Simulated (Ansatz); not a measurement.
Steps of a relaxation of C2H5NS (`C1NCS1`) with RKS PBE0-D4/def2-TZVP.

```sh
$ ansatz run in.yaml --threads 2 --pin off --events-out ev --progress --plain --max-ram 4352MiB
```

```yaml
crystal:
  periodic: [false, false, false]
  atoms:
    - {symbol: C, position_ang: [-0.314815, 0.858698, -0.646054]}
    - {symbol: N, position_ang: [0.810136, 0.053443, -0.168127]}
    - {symbol: C, position_ang: [0.064274, -0.998407, 0.524405]}
    - {symbol: S, position_ang: [-1.524726, -0.503604, -0.295807]}
    - {symbol: H, position_ang: [-0.262241, 1.139037, -1.721398]}
    - {symbol: H, position_ang: [-0.544157, 1.775648, -0.051508]}
    - {symbol: H, position_ang: [1.472522, 0.563922, 0.427348]}
    - {symbol: H, position_ang: [0.385686, -2.034834, 0.278953]}
    - {symbol: H, position_ang: [0.001921, -0.900204, 1.634987]}
basis:
  gaussian: {orbitals: def2-TZVP}
hamiltonian: {xc: pbe0, dispersion: d4}
relax: {f_tol: 0.005, max_steps: 150}
```

Positions (Å) and forces (eV/Å) along the path, 7 of 7 steps:

```xyz
9
step=1 energy=-14473.4673 eV
C    -0.315    0.859   -0.646   -0.292    0.304   -0.143
N     0.810    0.053   -0.168    0.062    0.218    0.325
C     0.064   -0.998    0.524   -0.165   -0.327    0.255
S    -1.525   -0.504   -0.296    0.804    0.242    0.125
H    -0.262    1.139   -1.721    0.015   -0.233    0.604
H    -0.544    1.776   -0.052    0.154   -0.556   -0.259
H     1.473    0.564    0.427   -0.452   -0.306   -0.340
H     0.386   -2.035    0.279   -0.161    0.625    0.064
H     0.002   -0.900    1.635    0.035    0.033   -0.631
9
step=2 energy=-14473.5103 eV
C    -0.315    0.856   -0.643   -0.191    0.031   -0.045
N     0.806    0.051   -0.170    0.071    0.080    0.103
C     0.063   -0.995    0.524   -0.163   -0.106    0.042
S    -1.512   -0.501   -0.296    0.386    0.117    0.061
H    -0.258    1.129   -1.705   -0.003   -0.063    0.187
H    -0.537    1.755   -0.045    0.053   -0.172   -0.084
H     1.457    0.558    0.422   -0.114   -0.083   -0.095
H     0.384   -2.016    0.277   -0.054    0.187    0.029
H     0.002   -0.885    1.619    0.016    0.008   -0.197
9
step=3 energy=-14473.5165 eV
C    -0.316    0.854   -0.642   -0.066   -0.025    0.000
N     0.807    0.051   -0.171    0.048    0.004   -0.009
C     0.061   -0.993    0.522   -0.069   -0.009   -0.010
S    -1.500   -0.499   -0.296    0.044    0.010    0.001
H    -0.260    1.126   -1.697    0.007    0.012   -0.010
H    -0.535    1.745   -0.042    0.008    0.016    0.005
H     1.453    0.556    0.421    0.007    0.003    0.003
H     0.379   -2.008    0.278    0.012   -0.012    0.005
H     0.000   -0.877    1.610    0.011    0.001    0.015
9
step=4 energy=-14473.5167 eV
C    -0.319    0.853   -0.641    0.027    0.002   -0.023
N     0.808    0.048   -0.176   -0.002    0.017    0.027
C     0.058   -0.993    0.522    0.030   -0.013   -0.014
S    -1.498   -0.503   -0.303    0.000    0.010    0.015
H    -0.261    1.132   -1.695   -0.006    0.004    0.000
H    -0.533    1.742   -0.037   -0.014   -0.004    0.006
H     1.453    0.554    0.418   -0.013   -0.014   -0.018
H     0.380   -2.009    0.284   -0.005   -0.003    0.005
H     0.000   -0.871    1.610   -0.016    0.003    0.002
9
step=5 energy=-14473.5168 eV
C    -0.318    0.853   -0.641   -0.002   -0.012   -0.001
N     0.808    0.048   -0.176    0.008    0.004    0.004
C     0.059   -0.993    0.522   -0.005    0.003   -0.011
S    -1.496   -0.503   -0.305   -0.006    0.001    0.004
H    -0.262    1.135   -1.695    0.004    0.000   -0.001
H    -0.536    1.741   -0.035   -0.001    0.001    0.006
H     1.457    0.552    0.414   -0.002   -0.002   -0.002
H     0.380   -2.009    0.287    0.004    0.000   -0.002
H    -0.003   -0.870    1.610   -0.001    0.004    0.003
9
step=6 energy=-14473.5168 eV
C    -0.318    0.853   -0.641    0.006    0.001    0.006
N     0.808    0.048   -0.176   -0.004   -0.005   -0.007
C     0.058   -0.993    0.522    0.005    0.006    0.003
S    -1.497   -0.503   -0.304    0.000   -0.001   -0.001
H    -0.261    1.134   -1.695   -0.002    0.004    0.002
H    -0.536    1.740   -0.034   -0.001    0.000   -0.006
H     1.457    0.552    0.414   -0.003    0.000    0.002
H     0.381   -2.009    0.286   -0.001    0.000    0.004
H    -0.004   -0.869    1.610    0.000   -0.005   -0.003
9
step=7 energy=-14473.5168 eV
C    -0.318    0.853   -0.641    0.000    0.000    0.000
N     0.808    0.048   -0.176    0.001    0.000   -0.001
C     0.059   -0.993    0.522    0.000    0.000    0.000
S    -1.497   -0.503   -0.304   -0.001    0.000    0.000
H    -0.261    1.135   -1.694    0.000    0.000    0.000
H    -0.536    1.740   -0.034    0.000    0.000    0.000
H     1.457    0.552    0.414   -0.001    0.000    0.000
H     0.381   -2.009    0.287    0.000    0.000    0.000
H    -0.004   -0.869    1.610    0.000    0.000    0.000
```

Hardware: 2 threads of an Intel Xeon Platinum 8488C on a shared host. Wall time 31 s, peak host memory 0.35 GiB.
